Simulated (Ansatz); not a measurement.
Compare A (`C=C(C)C(F)Cl`) with its isomer B (`C/C(F)=C(/C)Cl`).

Gas-phase electronic energies from Ansatz, PBE0-D4/def2-TZVP geometries. CBS: MP2 limit from def2 TZ/QZ plus the TZ coupled-cluster correction, frozen cores. Functionals use def2-TZVPP. B3LYP here is the variant with VWN-RPA as its local correlation; programs differ in this. Each species was taken in one conformer, which may not be the lowest.

Q: Which isomer does CCSD(T)/CBS put lower? Give the gap. (Best estimate.)

A: Computed: B, by 11.4 kJ/mol.

Q: Give E(B) − E(A) in kJ/mol with B3LYP, CCSD(T)/def2-TZVPP, B3LYP-D4, MP2/def2-TZVPP, B2PLYP, HF/def2-TZVPP, CCSD/def2-TZVPP. (Estimate.)

A: The calculation gave: B3LYP -16.5, CCSD(T)/def2-TZVPP -10.6, B3LYP-D4 -15.1, MP2/def2-TZVPP -12.9, B2PLYP -14.3, HF/def2-TZVPP -6.7, CCSD/def2-TZVPP -10.2. None reverses the order clearly.

Largest T1 diagnostic: 0.011.

In def2-TZVPP, CCSD(T) changes the Hartree–Fock value by −3.9 kJ/mol (the triples alone add −0.4 kJ/mol) and MP2 by −6.2 kJ/mol.
